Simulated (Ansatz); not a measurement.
**H3LiSSi (SMILES [Li][S][SiH3]): functionals against CCSD(T) at one geometry**

One table from this session's results is given with a row withheld; the runs are named, their logs left out.

The runs use Ansatz 0.2.0, Gaussian basis; single points in def2-TZVPP.

Correlated methods freeze the cores. The outer core shell of Li, Na, Mg and K is correlated.

### The starting structure

SMILES `[Li][S][SiH3]`, 6 atoms, charge 0, spin multiplicity 1.

Atoms are counted from 1 here; the program's logs count them from 0.

Bond lengths: Li1–S2 2.236 Å, S2–Si3 2.084 Å, Si3–H4 1.372 Å, Si3–H5 1.535 Å, Si3–H6 1.287 Å. Angles: Li1–S2–Si3 132.0°, S2–Si3–H4 108.0°, S2–Si3–H5 119.1°, S2–Si3–H6 104.1°, H4–Si3–H5 102.0°, H4–Si3–H6 116.7°, H5–Si3–H6 107.6°.

As a file:

```
Li   -1.40380   -2.56410    1.15250
S    -1.20690   -0.60790    0.08740
Si    0.40350    0.69150   -0.15720
H     1.37540    0.03340   -0.86760
H     0.21220    1.96900   -0.98570
H     0.70390    1.04710    1.04290
```

Set-up of the first run:

The input, run/in.yaml:

```yaml
crystal:
  periodic: [false, false, false]
  atoms:
    - {symbol: Li, position_ang: [-1.403800, -2.564100, 1.152500]}
    - {symbol: S, position_ang: [-1.206900, -0.607900, 0.087400]}
    - {symbol: Si, position_ang: [0.403500, 0.691500, -0.157200]}
    - {symbol: H, position_ang: [1.375400, 0.033400, -0.867600]}
    - {symbol: H, position_ang: [0.212200, 1.969000, -0.985700]}
    - {symbol: H, position_ang: [0.703900, 1.047100, 1.042900]}
basis:
  gaussian: {orbitals: def2-TZVPP}
correlation: {method: ccsd_t}
output: {forces: true}
```

The command line of these runs was not kept.

Among the steps run: CCSD(T)/def2-TZVPP; PBE0-D4/def2-TZVPP; wB97M-V/def2-TZVPP; r2SCAN-D4/def2-TZVPP; PBE-D4/def2-TZVPP; CAM-B3LYP-D4/def2-TZVPP; B97M-V/def2-TZVPP.

One of the session's tables, all rows but one given; the rest of the session is left out.

```
      method  RMS force component (eV/Å)  angle to CCSD(T) forces (°)  dipole (D)
     CCSD(T)                       1.913                    reference        8.02
     PBE0-D4                       1.931                          1.8        7.85
     wB97M-V                       1.874                          0.9        7.87
   r2SCAN-D4                       1.914                          1.5        7.94
      PBE-D4                       1.945                          2.8        7.67
CAM-B3LYP-D4                       1.880                          1.6        7.81
      B97M-V                           ?                            ?           ?
```

**Question.** Estimate the row for B97M-V.

The run gave: RMS force component (eV/Å): 1.845; angle to CCSD(T) forces (°): 3.4; dipole (D): 8.07. In the column «RMS force component (eV/Å)» it is the lowest.
